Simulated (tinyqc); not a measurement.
Worked calculation: ROHF in the sto-3g basis, for H2O, spin multiplicity 3. One step of it, computed by the program tinyqc.

Question. Iteration 2: DIIS coefficients. Solve [B -1; -1 0][c; lambda] = [0; -1] for the coefficients, which sum to one.

B (overlaps of the stored error matrices):
$$\begin{pmatrix}
1.2233372e+00 & -6.9577054e-03 \\
-6.9577054e-03 & 1.6805177e-02
\end{pmatrix}$$

Give: DIIS coefficients.

Answer.

DIIS coefficients: [0.019, 0.981]
